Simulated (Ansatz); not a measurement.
**AlH3 (SMILES [H][Al]([H])[H]): levels of theory compared**

We compute a comparison of 6 runs (UHF/6-31G*, CAM-B3LYP/3-21G, SVWN5/3-21G, CCSDT(Q)/6-31G*, CCSDTQ/6-31G*, CCSD/3-21G) of AlH3. 

Program for the calculation: Ansatz 0.2.0.

61 further runs of the same task are left out: 2 that didn't finish, 59 set aside as unsound or not needed.

**1. The structure to begin with**

The species is AlH3 (4 atoms), meant as a singlet with charge 0. As SMILES, `[H][Al]([H])[H]`. The H2–Al1 distance was set to 2.330 Å, away from the relaxed value. At this shape a bond of the SMILES string is far longer than usual.

Bond lengths: Al1–H3 1.553 Å, Al1–H4 1.553 Å. Angles: H3–Al1–H4 120.0°.

**2. The energy at UHF/6-31G(d) (spherical functions) (run 1)**

The input, run.yaml:

```yaml
crystal:
  periodic: [false, false, false]
  atoms:
    - {symbol: Al, position_ang: [-0.776298, 0.015229, -0.007275]}
    - {symbol: H, position_ang: [1.552650, -0.030520, 0.014610]}
    - {symbol: H, position_ang: [-1.526098, 1.375089, -0.026415]}
    - {symbol: H, position_ang: [-1.579118, -1.314051, -0.002815]}
basis:
  gaussian: {orbitals: 6-31G_st_-spherical.json}
magnetization: {spin_polarized: true, initial_magnetization: 0}
hamiltonian: {xc: hf}
accuracy: high
```

The basis set 6-31G* is read from a file made from the Basis Set Exchange's data (not shown).

On the command line:

```console
$ ansatz run run.yaml --threads 1 --pin off --max-ram 2610MiB --events-out events.jsonl --progress --plain --runs-dir runs
```

The program printed:

```text
Warning: RAYON_NUM_THREADS=1 ignored (pool sized by the plan → 1); use --threads N
Functional definition: HF
  name "HF"
  exchange = exact_x
  correlation = 0
452 factors; integrals over basis functions are off by at most 4.3e-9 eV
mean field evaluation 1: about -6626.7955 eV, gradient 6.1e0 eV
mean field evaluation 2: about -6626.7985 eV, gradient 6.1e0 eV
mean field evaluation 4: about -6627.2988 eV, gradient 2.8e-1 eV
mean field evaluation 8: about -6627.2999 eV, gradient 2.4e-5 eV
mean field evaluation 16: about -6627.3026 eV, gradient 8.4e-3 eV
mean field evaluation 32: about -6627.1429 eV, gradient 1.4e0 eV
mean field evaluation 64: about -6627.2999 eV, gradient 7.1e-7 eV
mean field -6627.30262762 eV, -243.5488794180 hartree, gradient 2.0e-8 eV, S^2 0.061343; 2 other end points of the search recorded, 0 dependent functions left out
reference -6627.30262762 eV, -243.5488794180 hartree; 8, 8 occupied and 16, 16 virtual orbitals, 452 factors
Total energy: -6627.30262762 eV, -243.5488794180 hartree
```

Run time: 0.2 s. Hardware: 1 thread of Arm Neoverse V2, shared host.

**3. The energy at CAM-B3LYP/3-21G (run 2)**

The input, molecule.yaml:

```yaml
crystal:
  periodic: [false, false, false]
  atoms:
    - {symbol: Al, position_ang: [-0.776298, 0.015229, -0.007275]}
    - {symbol: H, position_ang: [1.552650, -0.030520, 0.014610]}
    - {symbol: H, position_ang: [-1.526098, 1.375089, -0.026415]}
    - {symbol: H, position_ang: [-1.579118, -1.314051, -0.002815]}
basis:
  gaussian:
    orbitals: 3-21G.json
total_charge: 0
hamiltonian:
  xc: {name: CAM-B3LYP}
accuracy: high
```

The basis set 3-21G is read from a file made from the Basis Set Exchange's data (not shown).

On the command line:

```console
$ ansatz run molecule.yaml --threads 1 --pin off --max-ram 2610MiB --events-out events.jsonl --progress --plain --runs-dir runs
```

The program printed:

```text
Warning: RAYON_NUM_THREADS=1 ignored (pool sized by the plan → 1); use --threads N
Functional definition: CAM-B3LYP
  name "CAM-B3LYP"
  parameter alpha = 0.19
  parameter beta = 0.46
  parameter omega = 0.33/bohr
  parameter ac = 0.81
  exchange = (1 - alpha - beta)*b88_x + beta*b88_x_sr(omega) + alpha*exact_x + beta*exact_x_lr(omega)
  correlation = (1 - ac)*vwn5_c + ac*lyp_c
369 factors; integrals over basis functions are off by at most 2.5e-9 eV
178 factors; integrals over basis functions are off by at most 1.6e-9 eV
mean field evaluation 1: about -6605.8085 eV, gradient 7.8e0 eV
mean field evaluation 2: about -6606.1059 eV, gradient 3.3e0 eV
mean field evaluation 4: about -6606.1672 eV, gradient 4.5e-1 eV
mean field evaluation 8: about -6606.1663 eV, gradient 1.0e-2 eV
mean field evaluation 16: about -6606.1663 eV, gradient 4.1e-9 eV
mean field -6606.16630261 eV, -242.7721338007 hartree, gradient 5.1e-9 eV, S^2 0.000000; 0 other end points of the search recorded, 0 dependent functions left out
reference -6606.16631952 eV, -242.7721344221 hartree; 8, 8 occupied and 11, 11 virtual orbitals, 369 factors
Total energy: -6606.16631952 eV, -242.7721344221 hartree
```

Wall time 0.7 s (1 thread of Arm Neoverse V2, shared host).

**4. The energy at SVWN5/3-21G (run 3)**

The input, job.yaml:

```yaml
crystal:
  periodic: [false, false, false]
  atoms:
    - symbol: Al
      position_ang: [-0.776298, 0.015229, -0.007275]
    - symbol: H
      position_ang: [1.552650, -0.030520, 0.014610]
    - symbol: H
      position_ang: [-1.526098, 1.375089, -0.026415]
    - symbol: H
      position_ang: [-1.579118, -1.314051, -0.002815]
basis:
  gaussian:
    orbitals: 3-21G.json
hamiltonian:
  xc: {name: SVWN5}
accuracy: high
```

The basis set 3-21G is read from a file made from the Basis Set Exchange's data (not shown).

On the command line:

```console
$ ansatz run job.yaml --threads 1 --pin off --max-ram 2610MiB --events-out events.jsonl --progress --plain --runs-dir runs
```

The program printed:

```text
Warning: RAYON_NUM_THREADS=1 ignored (pool sized by the plan → 1); use --threads N
Functional definition: SVWN5
  name "SVWN5"
  exchange = slater_x
  correlation = vwn5_c
369 factors; integrals over basis functions are off by at most 2.5e-9 eV
mean field evaluation 1: about -6576.0717 eV, gradient 1.1e1 eV
mean field evaluation 2: about -6576.0451 eV, gradient 9.7e0 eV
mean field evaluation 4: about -6576.6051 eV, gradient 5.8e-1 eV
mean field evaluation 8: about -6576.6016 eV, gradient 5.6e-4 eV
mean field evaluation 16: about -6576.6016 eV, gradient 3.0e-8 eV
mean field -6576.60163363 eV, -241.6856522551 hartree, gradient 3.0e-8 eV, S^2 0.000000; 0 other end points of the search recorded, 0 dependent functions left out
reference -6576.60163694 eV, -241.6856523767 hartree; 8, 8 occupied and 11, 11 virtual orbitals, 369 factors
Total energy: -6576.60163694 eV, -241.6856523767 hartree
```

It took 0.38 s on 1 thread of Arm Neoverse V2, shared host.

Runs 4 to 5 aren't shown in full; the table further down has their settings and results.

**5. A single-point energy at CCSD/3-21G (run 6)**

The input, molecule.yaml:

```yaml
crystal:
  periodic: [false, false, false]
  atoms:
    - symbol: Al
      position_ang: [-0.776298, 0.015229, -0.007275]
    - symbol: H
      position_ang: [1.552650, -0.030520, 0.014610]
    - symbol: H
      position_ang: [-1.526098, 1.375089, -0.026415]
    - symbol: H
      position_ang: [-1.579118, -1.314051, -0.002815]
basis:
  gaussian: {orbitals: 3-21G.json}
correlation: {method: ccsd, frozen_orbitals: {Al: 5, H: 0}}
accuracy: high
scf: {omitted_lower_state_checks: [cluster_reference, increment]}
```

The basis set 3-21G is read from a file made from the Basis Set Exchange's data (not shown).

On the command line:

```console
$ ansatz run molecule.yaml --threads 1 --pin off --max-ram 2610MiB --events-out events.jsonl --progress --plain --runs-dir runs
```

The program printed:

```text
Warning: RAYON_NUM_THREADS=1 ignored (pool sized by the plan → 1); use --threads N
[... 11 lines left out ...]
5 core orbitals not correlated: weight in the atoms' cores, before any rotation towards them, 1.000 or more for the frozen orbitals, at most 0.000 for the correlated occupied ones
[... 21 lines left out ...]
Total energy: -6593.11451945 eV, -242.2924896162 hartree
Checks for a lower state left out: cluster_reference, increment
```

It took 0.1 s on 1 thread of Arm Neoverse V2, shared host.

**6. All runs side by side**

```csv
run,level,frozen core orbitals,energy (Eh),wall time
1,UHF/6-31G* (spherical functions),–,-243.548879,0.2 s
2,CAM-B3LYP/3-21G,–,-242.772134,0.7 s
3,SVWN5/3-21G,–,-241.685652,0.38 s
4,CCSDT(Q)/6-31G* (spherical functions),5,-243.633618,0.36 s
5,CCSDTQ/6-31G* (spherical functions),5,-243.633644,3.9 s
6,CCSD/3-21G,5,-242.292490,0.1 s
```

**7. What came out**

```
                                          quantity          value
                               run 6: total energy  -242.29249 Eh
run 6: correlation energy (5 core orbitals frozen)      -71.8 mEh
                              run 6: T1 diagnostic          0.018
```

In words: Below the UHF energy at the same shape and in the same basis (6-31G*): CCSDT(Q) -84.7 mEh; CCSDTQ -84.8 mEh. Some of these start from another determinant than that one, so these aren't their correlation energies. Totals of different functionals can't be ranked against each other. In runs 4, 5, 6 the log says that unrestricted orbitals would lower the reference, so the values rest on an unstable closed-shell determinant (other closed-shell runs at this shape may share the fault). All runs together took 5.6 s, the longest 3.9 s.
